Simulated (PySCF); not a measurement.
# [B2H5]− (SMILES B[BH3-]) at 6 levels

Wanted: a comparison of 6 runs (B3LYP/STO-3G, M06-2X/STO-3G, UPBE0/STO-3G, r2SCAN/STO-3G, wB97X-V/STO-3G, NEVPT2(2,2)/STO-3G) of [B2H5]−. Input form: a Python script.

The results are computed with PySCF 2.14.0.

1 further run of the same task is left out (set aside as unsound or not needed).

**1. Starting point**

The species is [B2H5]− (7 atoms), meant as a singlet with charge -1. As SMILES, `B[BH3-]`. The B2–H5 distance was set to 2.234 Å, away from the relaxed value. At this shape a bond of the SMILES string is far longer than usual.

Bond lengths: B1–B2 1.680 Å, B1–H3 1.204 Å, B1–H4 1.203 Å, B2–H6 1.241 Å, B2–H7 1.240 Å. Angles: B1–B2–H6 110.4°, B1–B2–H7 115.9°, B2–B1–H3 126.5°, B2–B1–H4 123.5°, H6–B2–H7 107.0°, H3–B1–H4 110.0°.

**2. The energy at B3LYP/STO-3G (run 1)**

Input file calc.py:

```python
from pyscf import gto, dft

system = gto.Mole()
system.atom = '''
B      0.539292    -0.620048     1.390855
B      0.209372     0.807072     0.567125
H      1.591432    -0.934768     1.885495
H     -0.277038    -1.484678     1.573985
H     -0.531530     0.371570    -1.495060
H     -0.712918     1.423652     1.123965
H      1.157092     1.598512     0.452665
'''
system.charge = -1
system.max_memory = 1860
system.basis = 'sto-3g'
system.verbose = 3
system.build()

mf = dft.RKS(system)
mf.xc = 'b3lyp'
mf.conv_tol = 1e-10
mf.grids.level = 5
mf.kernel()
if not mf.converged:
    mf = mf.newton().run(mf.mo_coeff, mf.mo_occ)

etot = mf.e_tot
print(f'total energy: {etot:.8f} hartree')
```

Launch:

```bash
$ OMP_NUM_THREADS=1 python calc.py
```

What it wrote:

```text
converged SCF energy = -51.8190493436296
total energy: -51.81904934 hartree
```

It took 2.6 s on 1 thread of Arm Neoverse V1, shared host; peak memory 0.21 GiB.

**3. The energy at M06-2X/STO-3G (run 2)**

Input file run.py:

```python
from pyscf import gto, dft

molecule = gto.M(
    atom='''
B      1.019114    -1.171721     2.628335
B      0.395656     1.525145     1.071711
H      3.007371    -1.766456     3.563069
H     -0.523526    -2.805635     2.974401
H     -1.004446     0.702166    -2.825254
H     -1.347220     2.690312     2.123986
H      2.186587     3.020750     0.855413
''',
    verbose=3,
    spin=0,
    max_memory=1860,
    basis='sto-3g',
    charge=-1,
    unit='bohr',
)

myscf = dft.RKS(molecule)
myscf.xc = 'm06-2x'
myscf.grids.level = 5
myscf.conv_tol = 1e-10
myscf.kernel()
if not myscf.converged:
    myscf = myscf.newton().run(myscf.mo_coeff, myscf.mo_occ)

energy = myscf.e_tot
print('E(%s) = %.9f' % ('M06-2X', energy))
```

Launch:

```bash
$ OMP_NUM_THREADS=1 python run.py
```

What it wrote:

```text
converged SCF energy = -51.7732879639536
E(M06-2X) = -51.773287964
```

Wall time 3.6 s (1 thread of Arm Neoverse V1, shared host); peak memory 0.22 GiB.

Runs 3 to 5 aren't shown in full; the table further down has their settings and results.

**4. A single-point energy at NEVPT2(2,2)/STO-3G (run 6)**

Input file calc.py:

```python
import numpy
from pyscf import gto, scf, mp, mcscf, mrpt

mol = gto.M(
    atom='''
B    0.539292  -0.620048   1.390855
B    0.209372   0.807072   0.567125
H    1.591432  -0.934768   1.885495
H   -0.277038  -1.484678   1.573985
H   -0.531530   0.371570  -1.495060
H   -0.712918   1.423652   1.123965
H    1.157092   1.598512   0.452665
''',
    spin=0,
    max_memory=1860,
    verbose=4,
    charge=-1,
    basis='sto-3g',
)

hf = mol.RHF()
hf.conv_tol = 1e-10
hf.kernel()
if not hf.converged:
    hf = hf.newton().run(hf.mo_coeff, hf.mo_occ)

pt = mp.MP2(scf.addons.convert_to_uhf(hf)).run()
noons, natorbs = mcscf.addons.make_natural_orbitals(pt)
print('natural occupations', numpy.round(noons[:40], 4))
cas = mcscf.CASSCF(hf, 2, 2)
cas.fix_spin_(ss=0.0)
cas.natorb = True
cas.kernel(natorbs)
e_pt2 = mrpt.NEVPT(cas).kernel()
e_final = cas.e_tot + e_pt2
print('E(%s) = %.9f' % ('NEVPT2', e_final))
```

Launch:

```bash
$ OMP_NUM_THREADS=1 python calc.py
```

What it wrote:

```text
PySCF version 2.14.0

[... 61 lines left out ...]
converged SCF energy = -51.2939533575899
[... 32 lines left out ...]
sorting_mo_energy = False
[... 18 lines left out ...]
1-step CASSCF converged in   2 macro ( 15 JK   5 micro) steps
[... 2 lines left out ...]
Natural orbital (expansion on meta-Lowdin AOs) in CAS space
[... 9 lines left out ...]
CASSCF energy = -51.3494983920764
[... 2 lines left out ...]
******** <class 'pyscf.mrpt.nevpt2.NEVPT'> ********
NEVPT2 (1e+1e, 2o), ncore = 7, nvir = 6
root = 0
Natural occ [1.78165766 0.21834234]
Natural orbital (expansion on meta-Lowdin AOs) in CAS space
               #1        #2
0 B 1s           0.00114  -0.00123
0 B 2s          -0.04231   0.03708
0 B 2px          0.04223  -0.06240
[... 11 lines of this table left out ...]
6 H 1s          -0.04911   0.05108
<CAS-nat-orb|mo-hf>  8      8        0.98987566
<CAS-nat-orb|mo-hf>  9      9        0.75432129
<CAS-nat-orb|mo-hf>  9      10       0.64536546
Sr    (-1)',   E = -0.00000000000562
Si    (+1)',   E = -0.00000000000453
Sijrs (0)  ,   E = -0.05915309697254
Sijr  (+1) ,   E = -0.00225249976576
Srsi  (-1) ,   E = -0.00620599032144
Srs   (-2) ,   E = -0.00005649283104
Sij   (+2) ,   E = -0.00041821383765
Sir   (0)' ,   E = -0.00524731478558
Nevpt2 Energy = -0.073333608524153
E(NEVPT2) = -51.422832001
```

Wall time 0.74 s (1 thread of Arm Neoverse V1, shared host); peak memory 0.15 GiB.

**5. The series**

```
run               level  follow instability  nlc grid  energy (Eh)  HOMO energy (eV)  LUMO energy (eV)  HOMO–LUMO gap (eV)  wall time
  1        B3LYP/STO-3G                   –         –   -51.819049              3.40              7.46                4.06      2.6 s
  2       M06-2X/STO-3G                   –         –   -51.773288              2.39              8.72                6.34      3.6 s
  3        UPBE0/STO-3G                 yes         –   -51.711700              3.67              7.92                4.25       21 s
  4       r2SCAN/STO-3G                   –         –   -51.757004              3.98              6.96                2.98      3.6 s
  5      wB97X-V/STO-3G                   –         1   -51.769960              1.28             10.02                8.74       23 s
  6  NEVPT2(2,2)/STO-3G                   –         –   -51.422832              1.61             12.02               10.41     0.74 s
```

**6. Results**

| quantity | value |
| --- | --- |
| run 6: total energy | -51.42283 Eh |
| run 6: HOMO energy (Hartree–Fock orbitals) | 1.61 eV |
| run 6: LUMO energy (Hartree–Fock orbitals) | 12.02 eV |
| run 6: HOMO–LUMO gap (to an unbound level, set by the basis) | 10.41 eV |

In words: Over runs 1, 2, 3, 4, 5 the HOMO–LUMO gap runs from 2.98 eV (r2SCAN/STO-3G) to 8.74 eV (wB97X-V/STO-3G). The empty levels of an anion lie above zero and hang on the basis. Totals of different functionals can't be ranked against each other. In runs 1, 2, 3, 4, 5, 6 the HOMO lies above zero, so the outermost electron may be held by the basis alone. In runs 1, 2, 3, 4, 5, 6 the basis is minimal, so the values are rough. Spin contamination of the reference: run 3 ⟨S²⟩ = 0.25. All runs together took 55 s, the longest 23 s.
